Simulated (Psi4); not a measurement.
**A workflow on PH2F3 (SMILES F[PH2](F)F)**

Aim: a geometry optimisation (PBE/6-31G*), then vibrational wavenumbers, then a single-point energy (CCSD(T)/cc-pVDZ), then the vertical excitations (TD-PBE/6-31G*) of PH2F3. 

The calculation is run with Psi4 1.11.

## 1. The molecule

The species is PH2F3 (6 atoms), meant as a singlet with charge 0. SMILES: `F[PH2](F)F`. Geometry: relaxed at GFN2-xTB. The run starts from this shape.

Bond lengths: F1–P2 1.664 Å, P2–F3 1.665 Å, P2–F4 1.563 Å, P2–H5 1.363 Å, P2–H6 1.363 Å. Angles: F1–P2–F3 178.1°, F1–P2–F4 89.1°, F3–P2–F4 89.1°, F1–P2–H5 90.3°, F1–P2–H6 90.5°, F3–P2–H5 90.4°, F3–P2–H6 90.4°, F4–P2–H5 114.8°, F4–P2–H6 114.8°, H5–P2–H6 130.5°.

## 2. A structure relaxation at PBE/6-31G(d) (density fitting, Cartesian functions) (run 1)

f3h2p.in

```
memory 1.6 GB

molecule {
  0 1
  F     -1.108170     0.339800    -1.194780
  P      0.005930    -0.072890    -0.030040
  F      1.119140    -0.435040     1.154460
  F     -0.123630     1.365210     0.567480
  H      0.966740    -0.209150    -0.987540
  H     -0.860010    -0.987920     0.490420
}

set {
  basis 6-31G*
  geom_maxiter 60
}

E, wfn = optimize('pbe', return_wfn=True)
```

Launch:

```bash
$ psi4 f3h2p.in f3h2p.out -n 1
```

f3h2p.out:

```text
Psi4 1.11 release

gradient() will perform analytic gradient computation.

   => Loading Basis Set <=

    Name: 6-31G*
    Role: ORBITAL
    Keyword: BASIS

         ---------------------------------------------------------
                                   SCF
                              RKS Reference
                        1 Threads,   1525 MiB Core
         ---------------------------------------------------------

  ==> Geometry <==

    Molecular point group: c1
    Full point group: C1

    Geometry (in Angstrom), charge = 0, multiplicity = 1:

       Center              X                  Y                   Z               Mass
    ------------   -----------------  -----------------  -----------------  -----------------
         F           -1.087620705086     0.110168679837    -1.290171148764    18.998403162730
         P            0.026479294914    -0.302521320163    -0.125431148764    30.973761998420
         F            1.139689294914    -0.664671320163     1.059068851236    18.998403162730
         F           -0.103080705086     1.135578679837     0.472088851236    18.998403162730
         H            0.987289294914    -0.438781320163    -1.082931148764     1.007825032230
         H           -0.839460705086    -1.217551320163     0.395028851236     1.007825032230

  Running in c1 symmetry.

  Rotational constants: A =      0.41673  B =      0.15560  C =      0.11820 [cm^-1]
  Rotational constants: A =  12493.12880  B =   4664.69946  C =   3543.58967 [MHz]
  Nuclear repulsion =  206.829379985077480

  Charge       = 0
  Multiplicity = 1
  Electrons    = 44
  Nalpha       = 22
  Nbeta        = 22

  ==> Algorithm <==

  SCF Algorithm Type is DF.
  DIIS enabled.
  MOM disabled.
  Fractional occupation disabled.
  Guess Type is SAD.
  Energy threshold   = 1.00e-08
  Density threshold  = 1.00e-08
  Integral threshold = 1.00e-12

  ==> Primary Basis <==

  Basis Set: 6-31G*
    Blend: 6-31G*
    Number of shells: 30
    Number of basis functions: 68
    Number of Cartesian functions: 68
    Spherical Harmonics?: false
    Max angular momentum: 2

  ==> DFT Potential <==

   => LibXC <=

    Version 7.1.2

   => Composite Functional: PBE <=

    PBE GGA Exchange-Correlation Functional

    Deriv               =              1
    GGA                 =           TRUE
    Meta                =          FALSE

    Exchange Hybrid     =          FALSE
    MP2 Hybrid          =          FALSE

   => Exchange Functionals <=

    1.0000     XC_GGA_X_PBE

   => Correlation Functionals <=

    1.0000     XC_GGA_C_PBE

   => LibXC Density Thresholds  <==

    XC_GGA_C_PBE:  1.00E-12
    XC_GGA_X_PBE:  1.00E-15

   => Molecular Quadrature <=

    Radial Scheme          =       TREUTLER
    Pruning Scheme         =           NONE
    Nuclear Scheme         =       TREUTLER

    Blocking Scheme        =         OCTREE
    BS radius alpha        =              1
    Pruning alpha          =              1
    Radial Points          =             75
    Spherical Points       =            302
    Total Points           =         130579
    Total Blocks           =           1053
    Max Points             =            255
    Max Functions          =             66
    Weights Tolerance      =       1.00E-15

   => Loading Basis Set <=

    Name: (6-31G* AUX)
    Role: JKFIT
    Keyword: DF_BASIS_SCF

  ==> Integral Setup <==

  DFHelper Memory: AOs need 0.017 GiB; user supplied 0.896 GiB.
  SCF_SUBTYPE=INCORE selected. In-core MEM_DF algorithm will be used.
  Using in-core AOs.

  ==> MemDFJK: Density-Fitted J/K Matrices <==

    J tasked:                   Yes
    K tasked:                    No
    wK tasked:                   No
    Memory [MiB]:               917
    Algorithm:                 Core
    Schwarz Cutoff:           1E-12
    Mask sparsity (%):       0.6055
    Fitting Condition:        1E-10

   => Auxiliary Basis Set <=

  Basis Set: (6-31G* AUX)
    Blend: CC-PVDZ-JKFIT
    Number of shells: 126
    Number of basis functions: 423
    Number of Cartesian functions: 423
    Spherical Harmonics?: false
    Max angular momentum: 3

  Cached 100.0% of DFT collocation blocks in 0.222 [GiB].

  Minimum eigenvalue in the overlap matrix is 5.2885532367E-03.
  Reciprocal condition number of the overlap matrix is 9.3961934549E-04.
    Using symmetric orthogonalization.

  ==> Pre-Iterations <==

  SCF Guess: Superposition of Atomic Densities via on-the-fly atomic UHF (no occupation information).

   -------------------------
    Irrep   Nso     Nmo
   -------------------------
     A         68      68
   -------------------------
    Total      68      68
   -------------------------

  ==> Iterations <==

                           Total Energy        Delta E     RMS |[F,P]|

[... 2 lines left out ...]
   @DF-RKS iter   2:  -641.30797119666420    2.49933e-01   1.52822e-02 DIIS/ADIIS
[... 7 lines left out ...]
   @DF-RKS iter  10:  -641.65266619564329   -1.09821e-10   5.22929e-08 DIIS
[... 44 lines left out ...]
    DFT Exchange-Correlation Energy =     -55.0721871007137977
[... 144 lines left out ...]
	                                 ==> Convergence Check <==
[... 136 lines left out ...]
   @DF-RKS iter   2:  -641.52886521024641    7.14281e-02   8.85246e-03 DIIS/ADIIS
[... 7 lines left out ...]
   @DF-RKS iter  10:  -641.65732714940088   -1.52340e-11   6.04191e-08 DIIS
[... 21 lines left out ...]
    DFT Exchange-Correlation Energy =     -55.0387421128934307
[... 113 lines left out ...]
	                                 ==> Convergence Check <==
[... 122 lines left out ...]
   @DF-RKS iter   2:  -641.54279329778558    3.58536e-02   6.17021e-03 DIIS/ADIIS
[... 7 lines left out ...]
   @DF-RKS iter  10:  -641.61563018051856   -2.04636e-12   3.19336e-08 DIIS
[... 21 lines left out ...]
    DFT Exchange-Correlation Energy =     -54.9115568359812514
[... 113 lines left out ...]
	                                 ==> Convergence Check <==
[... 122 lines left out ...]
   @DF-RKS iter   2:  -641.63358313724132    1.41506e-03   1.17515e-03 DIIS/ADIIS
[... 7 lines left out ...]
  Energy and wave function converged.
[... 21 lines left out ...]
    VV10 Nonlocal Energy =                  0.0000000000000000
[... 118 lines left out ...]
	   Step    Total Energy     Delta E     Max Force     RMS Force      Max Disp      RMS Disp
[... 100 lines left out ...]
   @DF-RKS iter   4:  -641.65325636353407   -2.99880e-05   1.10210e-04 DIIS/ADIIS
[... 13 lines left out ...]
    Final Occupation by Irrep:
[... 15 lines left out ...]
    Total Energy =                       -641.6532746899702033
[... 119 lines left out ...]
	  Convergence Criteria     1.00e-06 *    3.00e-04 *             o    1.20e-03 *             o
[... 116 lines left out ...]
   @DF-RKS iter   5:  -641.65738158127215   -4.41586e-06   1.60187e-05 DIIS
[... 18 lines left out ...]
  @DF-RKS Final Energy:  -641.65738201614283
[... 24 lines left out ...]
 Dipole X            :         -0.8430974            1.1261011            0.2830038
[... 177 lines left out ...]
    Weights Tolerance      =       1.00E-15
[... 44 lines left out ...]
   @DF-RKS iter   6:  -641.65450214060263   -1.80810e-07   4.00897e-06 DIIS
[... 18 lines left out ...]
  @DF-RKS Final Energy:  -641.65450216683962
[... 24 lines left out ...]
 Dipole X            :         -0.9726104            1.2150289            0.2424184
[... 177 lines left out ...]
    Weights Tolerance      =       1.00E-15
[... 27 lines left out ...]
   @DF-RKS iter   6:  -641.65604381500259   -1.74403e-05   2.10055e-05 DIIS
[... 18 lines left out ...]
  @DF-RKS Final Energy:  -641.65604474823385
[... 24 lines left out ...]
 Dipole X            :         -0.6338342            0.7815449            0.1477108
[... 177 lines left out ...]
    Weights Tolerance      =       1.00E-15
[... 27 lines left out ...]
   @DF-RKS iter   6:  -641.65676289336955   -1.52537e-07   5.21341e-06 DIIS
[... 21 lines left out ...]
    Nuclear Repulsion Energy =            206.3730199378510122
[... 21 lines left out ...]
 Dipole Y            :          0.8839952           -1.0909211           -0.2069259
[... 196 lines left out ...]
                           Total Energy        Delta E     RMS |[F,P]|
[... 8 lines left out ...]
   @DF-RKS iter   7:  -641.65737503735295   -5.03178e-10   5.75877e-08 DIIS
[... 21 lines left out ...]
    DFT Exchange-Correlation Energy =     -55.0411035173261070
[... 113 lines left out ...]
	                                 ==> Convergence Check <==
[... 105 lines left out ...]
   @DF-RKS iter   2:  -641.65753808211457   -1.84747e-07   8.50072e-05 DIIS
[... 13 lines left out ...]
    Final Occupation by Irrep:
[... 15 lines left out ...]
    Total Energy =                       -641.6575531960211265
[... 119 lines left out ...]
	  Convergence Criteria     1.00e-06 *    3.00e-04 *             o    1.20e-03 *             o
[... 99 lines left out ...]
   @DF-RKS iter   5:  -641.65756097622227   -4.55998e-10   1.90782e-07 DIIS
[... 21 lines left out ...]
    Two-Electron Energy =                 508.2399194933847184
[... 64 lines left out ...]
    Weights Tolerance      =       1.00E-15
[... 154 lines left out ...]
   @DF-RKS iter   1:  -641.65756233254683    5.75732e-04   6.75544e-06 DIIS
[... 36 lines left out ...]
    Final Occupation by Irrep:
[... 5 lines left out ...]
  @DF-RKS Final Energy:  -641.65756244689044

   => Energetics <=

    Nuclear Repulsion Energy =            205.7200250344650101
    One-Electron Energy =               -1300.6236873493821804
    Two-Electron Energy =                 508.2825671927702160
    DFT Exchange-Correlation Energy =     -55.0364673247434268
    Empirical Dispersion Energy =           0.0000000000000000
    VV10 Nonlocal Energy =                  0.0000000000000000
    Total Energy =                       -641.6575624468904380

Computation Completed

Properties will be evaluated at   0.000000,   0.000000,   0.000000 [a0]

Properties computed using the SCF density matrix

 Multipole Moments:

 ------------------------------------------------------------------------------------
     Multipole            Electronic (a.u.)      Nuclear  (a.u.)        Total (a.u.)
 ------------------------------------------------------------------------------------

 L = 1.  Multiply by 2.5417464519 to convert [e a0] to [Debye]
 Dipole X            :         -0.7956385            1.0547791            0.2591405
 Dipole Y            :          0.8690947           -1.1523146           -0.2832199
 Dipole Z            :          1.0410744           -1.3802577           -0.3391833
 Magnitude           :                                                    0.5122623

 ------------------------------------------------------------------------------------

	total time  =          2 seconds =       0.03 minutes

         ------------------------------------------------------------
                                   SCF GRAD
         ------------------------------------------------------------

  ==> Geometry <==

    Molecular point group: c1
    Full point group: C1

    Geometry (in Angstrom), charge = 0, multiplicity = 1:

       Center              X                  Y                   Z               Mass
    ------------   -----------------  -----------------  -----------------  -----------------
         F           -0.929180550782     0.196210083279    -1.382023061415    18.998403162730
         P            0.159006999786    -0.173681094967    -0.208070234240    30.973761998420
         F            1.270065722876    -0.567598091394     0.936276881218    18.998403162730
         F           -0.651503224203     0.710682150682     0.852209453476    18.998403162730
         H            1.168867553967     0.477718488269    -0.951434489102     1.007825032230
         H           -0.200245040214    -1.535927977019    -0.316082372883     1.007825032230

  Nuclear repulsion =  205.720025034464953

   => Molecular Quadrature <=

    Radial Scheme          =       TREUTLER
    Pruning Scheme         =           NONE
    Nuclear Scheme         =       TREUTLER

    Blocking Scheme        =         OCTREE
    BS radius alpha        =              1
    Pruning alpha          =              1
    Radial Points          =             75
    Spherical Points       =            302
    Total Points           =         130637
    Total Blocks           =           1047
    Max Points             =            256
    Max Functions          =             66
    Weights Tolerance      =       1.00E-15

  -Total Gradient:
     Atom            X                  Y                   Z
    ------   -----------------  -----------------  -----------------
       1       -0.000074756789     0.000054927900    -0.000028054368
       2        0.000115910097    -0.000151249302    -0.000165986060
       3        0.000035800584     0.000017930208     0.000089642008
       4       -0.000041905845     0.000013221558     0.000047216698
       5       -0.000015731298     0.000017830607     0.000022765600
       6       -0.000026954424     0.000053402593     0.000043600813

	total time  =          1 seconds =       0.02 minutes

    			-----------------------------------------

    			 OPTKING 3.0: for geometry optimizations

    			        with contributions from

    			-----------------------------------------

	                            ===> Fragment 1 <==

	 Z (Atomic Numbers)          Masses                          Geom
	       9.000000            18.998403         -1.75589676  0.37078332 -2.61164509
	      15.000000            30.973762          0.30047968 -0.32820970 -0.39319576
	       9.000000            18.998403          2.40007638 -1.07260494  1.76930688
	       9.000000            18.998403         -1.23116266  1.34299463  1.61044247
	       1.000000             1.007825          2.20883955  0.90275711 -1.79795061
	       1.000000             1.007825         -0.37840828 -2.90248322 -0.59730912

	 - Coordinate -           - BOHR/RAD -       - ANG/DEG -
	 H(1,5)           =         4.082184           2.160199
	 H(1,6)           =         4.082805           2.160527
	 H(3,5)           =         4.082151           2.160181
[... 16 lines of this table left out ...]
	 B(5,2,6)         =         2.196829         125.869019

	        --- Internal Coordinate Step in ANG or DEG, aJ/ANG or AJ/DEG ---
	-------------------------------------------------------------------------------
	           Coordinate      Previous         Force          Change          New
	           ----------      --------        ------          ------        ------
	               H(1,5)       2.16020       -0.00024       -0.00033       2.15987
	               H(1,6)       2.16053       -0.00016       -0.00020       2.16033
	               H(3,5)       2.16018       -0.00023       -0.00032       2.15986
[... 16 lines of this table left out ...]
	             B(5,2,6)     125.86902       -0.00001       -0.03708     125.83194
	-------------------------------------------------------------------------------

	                                 ==> Convergence Check <==

	Measures of convergence in internal coordinates in au.

	Criteria marked as inactive (o), active & met (*), and active & unmet ( ).

	----------------------------------------------------------------------------------------------
	   Step    Total Energy     Delta E     Max Force     RMS Force      Max Disp      RMS Disp
	----------------------------------------------------------------------------------------------
	  Convergence Criteria     1.00e-06 *    3.00e-04 *             o    1.20e-03 *             o
	----------------------------------------------------------------------------------------------
	    13    -641.65756245   -1.47e-06      7.23e-05 *    4.33e-05 o    8.65e-04 *    4.30e-04 o  ~
	----------------------------------------------------------------------------------------------

Next Geometry in Ang
	Fragment 1 (Ang)

	    F  -0.9289135027   0.1959616301  -1.3820635500
	    P   0.1587758779  -0.1735001363  -0.2077821623
	    F   1.2700554225  -0.5677544330   0.9359449382
	    F  -0.6515329816   0.7110734929   0.8523609482
	    H   1.1687311103   0.4776860271  -0.9513230933
	    H  -0.2001044650  -1.5360630220  -0.3162609036

    Final optimized geometry and variables:
    Molecular point group: c1
    Full point group: C1

    Geometry (in Angstrom), charge = 0, multiplicity = 1:

    F           -0.929180550782     0.196210083279    -1.382023061415
    P            0.159006999786    -0.173681094967    -0.208070234240
    F            1.270065722876    -0.567598091394     0.936276881218
    F           -0.651503224203     0.710682150682     0.852209453476
    H            1.168867553967     0.477718488269    -0.951434489102
    H           -0.200245040214    -1.535927977019    -0.316082372883

    Psi4 run time: 0:00:47.88

[set-up sections that repeat, and orbital energies of the middle runs, are left out above]
```

On the terminal:

```text
Optimizer: Optimization complete!
```

Run time: 49 s. Hardware: 1 thread of AMD EPYC 7B13 (Zen 3), shared host; peak memory 0.49 GiB.

Step by step:

```csv
step,energy from the first frame kept (eV),largest force (eV/Å)
0,0.0000,1.5798
1,-0.1268,0.4028
2,1.0078,5.4050
3,0.4506,4.0145
4,-0.0166,1.3452
5,-0.1283,0.2099
6,-0.0500,0.9418
7,-0.0919,1.7639
8,-0.1115,1.2655
9,-0.1281,0.4264
10,-0.1330,0.0726
11,-0.1332,0.0284
12,-0.1332,0.0130
```

After the run. Bond lengths: F1–P2 1.643 Å, P2–F3 1.643 Å, P2–F4 1.601 Å, P2–H5 1.413 Å, P2–H6 1.413 Å. Angles: F1–P2–F3 178.4°, F1–P2–F4 90.8°, F3–P2–F4 90.8°, F1–P2–H5 89.6°, F1–P2–H6 89.7°, F3–P2–H5 89.6°, F3–P2–H6 89.7°, F4–P2–H5 117.1°, F4–P2–H6 117.0°, H5–P2–H6 125.9°.

## 3. The harmonic vibrations at PBE/6-31G(d) (density fitting, Cartesian functions) (run 2)

f3h2p.in

```
memory 1600 mb

molecule system {
  0 1
  F     -0.949730     0.425841    -1.286632
  P      0.138458     0.055950    -0.112679
  F      1.249516    -0.337967     1.031668
  F     -0.672053     0.940313     0.947601
  H      1.148318     0.707350    -0.856043
  H     -0.220794    -1.306297    -0.220691
  units angstrom
}

set {
  basis                      6-31G*
  t                          298.15
  rotational_symmetry_number 2
}

result, w = frequency("pbe", return_wfn=True)
```

Launch:

```bash
$ psi4 -n 1 f3h2p.in f3h2p.out
```

f3h2p.out (excerpt; [...] marks lines left out):

```text
[...]
  Running in c1 symmetry.
[...]
  Nuclear repulsion =  205.720016516810603
[...]
  Multiplicity = 1
[...]
  Nalpha       = 22
  Nbeta        = 22
[...]
    Number of basis functions: 68
[...]
   @DF-RKS iter   1:  -641.56560008066560   -8.79279e-02   8.01810e-03 ADIIS/DIIS
[...]
   @DF-RKS iter  10:  -641.65756177368735   -1.64846e-11   9.65157e-09 DIIS
[...]
  @DF-RKS Final Energy:  -641.65756177368735
   => Energetics <=
    Nuclear Repulsion Energy =            205.7248697229863978
    One-Electron Energy =               -1300.6335422344354811
    Two-Electron Energy =                 508.2878263586693492
    DFT Exchange-Correlation Energy =     -55.0367156209076072
    Empirical Dispersion Energy =           0.0000000000000000
    VV10 Nonlocal Energy =                  0.0000000000000000
    Total Energy =                       -641.6575617736873482
[...]
  -Total Gradient:
     Atom            X                  Y                   Z
    ------   -----------------  -----------------  -----------------
       1       -0.000095571398    -0.000000119349    -0.000012835165
       2        0.000337077247     0.000011005886    -0.000321206376
       3        0.000100775419     0.000113428692     0.000044787564
       4       -0.000017117355     0.000053002943     0.000036845177
       5       -0.000237464192    -0.000189471302     0.000332794008
       6       -0.000095103604     0.000018553451    -0.000071312676
[...]
  ==> Harmonic Vibrational Analysis <==
[...]
  Freq [cm^-1]                 274.7970            294.5496            430.2436
[...]
  IR activ [km/mol]            13.5130             19.0318              7.3747
[...]
  Freq [cm^-1]                 636.8111            731.8581            802.2657
[...]
  IR activ [km/mol]             0.7930             61.0776             14.9778
[...]
  Freq [cm^-1]                 894.5008            970.2408           1136.3008
[...]
  IR activ [km/mol]            356.0575            153.2735             0.0005
[...]
  Freq [cm^-1]                1252.1510           2446.5925           2494.6023
[...]
  IR activ [km/mol]            61.4091             35.8609             89.7321
[...]
  Total E_0, Enthalpy at 0 [K]                                                         -641.62939310 [Eh]
[...]
  Total H, Enthalpy at  298.15 [K]                                                     -641.62400482 [Eh]
[...]
  Total G, Gibbs energy at  298.15 [K]                                                 -641.65632178 [Eh]
[...]
```

Standard output:

```text
Warning: used thermodynamics relations inappropriate for low-frequency modes: ['274.7970' '294.5496' '430.2436']
```

Run time: 2.1 min. Hardware: 1 thread of AMD EPYC 7B13 (Zen 3), shared host; peak memory 0.47 GiB.

[end of part 1 of 2]
